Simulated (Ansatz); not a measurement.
The parent structure is Cu in the fcc (Cu type) structure (space group Fm-3m, No. 225; a = 3.577 Å).

All numbers come from r2SCAN (Ansatz, a first-principles code, PAW, spin-orbit coupling left out).

One thing is altered: Al takes the place of Cu on all its sites, then cell and atoms are relaxed.

Measured lattice parameter a: Cu 3.595 Å (static lattice; corrected from measurement; as listed in Gábor I. Csonka et al., Physical Review B (2009)); Al 4.018 Å (static lattice; corrected from measurement; as listed in Daniel Mejia-Rodriguez, S. B. Trickey, Phys. Rev. B (2018)).

Q: How well does r2SCAN reproduce the measured shift?

A: With r2SCAN the lattice parameter a moves by +0.415 Å (3.577 → 3.992) against +0.423 Å measured.

Whether these cells are dynamically stable was not tested. The final runs are not spin-polarised.
